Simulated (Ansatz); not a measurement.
# SiHF (quintet): from Hartree-Fock to the top rungs, def2-QZVPP

The task here is to estimate one member of a computed series from the others.

Method: def2-QZVPP, core rule «outside noble gas», up to 6 orbitals frozen; program: Ansatz 0.2.0, Gaussian basis.

To be run: UHF; ROHF; CCSD(T) on UHF.

2 further runs of the same task are left out: 2 set aside as unsound or not needed.

## The system

The geometry is a PBE0/def2-TZVP stationary point (not a proven minimum) of the parent state, kept for this charge and spin.

3 atoms, charge 0, spin multiplicity 5.

Atoms are counted from 1 here; the program's logs count them from 0.

Bond lengths: Si1–F2 1.606 Å, Si1–H3 1.493 Å. Angles: F2–Si1–H3 114.0°.

Coordinates:

```xyz
3

Si    0.0000   -0.0997    0.6144
F     0.0000    0.0845   -0.9811
H     0.0000    1.1857    1.3745
```

The first run:

The input, in.yaml:

```yaml
crystal:
  periodic: [false, false, false]
  atoms:
    - {symbol: Si, position_ang: [0.000000, -0.099697, 0.614355]}
    - {symbol: F, position_ang: [0.000000, 0.084478, -0.981128]}
    - {symbol: H, position_ang: [0.000000, 1.185681, 1.374490]}
basis:
  gaussian: {orbitals: "def2-QZVPP.json"}
magnetization: {spin_polarized: true, initial_magnetization: 4}
hamiltonian: {xc: hf}
output: {orbitals: {seedname: orbitals}}
```

Launch:

```
$ ansatz run in.yaml --threads 1 --pin off --events-out ev --progress --plain --max-ram 2393MiB
```

Steps of the session up to this table: UHF; ROHF; CCSD(T) on UHF.

One of the session's tables, all rows but one given; the rest of the session is left out.

```
  method  from UCCSD(T) (kcal/mol)
    ROHF                   +227.55
     UHF                         ?
    UMP2                    +12.96
   UCCSD                     +8.57
UCCSD(T)                         0
```

**Question.** Estimate the row for UHF.

**Answer.** from UCCSD(T) (kcal/mol): +226.28. In the column «from UCCSD(T) (kcal/mol)» it lies between UMP2 (+12.96) and ROHF (+227.55).
